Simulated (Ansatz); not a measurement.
## Property card for Ti₃Sn

Computed with DFT r2SCAN, scalar-relativistic, plane waves, PAW in Ansatz.

Cutoff 500 eV; k points 6×6×8 on the computed 8-atom cell (Γ-centred); Gaussian smearing, width 0.10 eV; no spin polarisation.

The structure is relaxed at this level of theory with its symmetry kept. Whether it is the stable form of this composition wasn't checked.

```cif
data_structure
_symmetry_space_group_name_H-M 'P6_3/mmc'
_symmetry_Int_Tables_number 194
_cell_length_a 5.8904
_cell_length_b 5.8904
_cell_length_c 4.7479
_cell_angle_alpha 90.000
_cell_angle_beta 90.000
_cell_angle_gamma 120.000
_cell_volume 142.67
loop_
_atom_site_label
_atom_site_type_symbol
_atom_site_symmetry_multiplicity
_atom_site_Wyckoff_symbol
_atom_site_fract_x
_atom_site_fract_y
_atom_site_fract_z
_atom_site_occupancy
Ti1 Ti 6 h 0.16461 0.32922 0.75000 1
Sn1 Sn 2 c 0.66667 0.33333 0.75000 1
```

| Item | Value |
| --- | --- |
| Space group | P6_3/mmc (No. 194) |
| Volume per atom | 17.83 Å³ |
| Formation energy from the elements' standard states (uncorrected) | -0.329 eV/atom |
| Generalised Kohn–Sham band gap | none (metal) |
| Density of states at the Fermi level | 8.46 states/eV per cell |
| Löwdin character within 0.5 eV of the Fermi level | Ti 3d 91 % |
| Bulk modulus | 124 GPa |
| Its pressure derivative | 4.1 |
| Bader charges (e) | Ti (6 in the cell) 0.58, Sn (2 in the cell) -1.73 |

Cost: 6 runs of about 14 core-minutes in all, on Arm Neoverse V2 (shared hosts).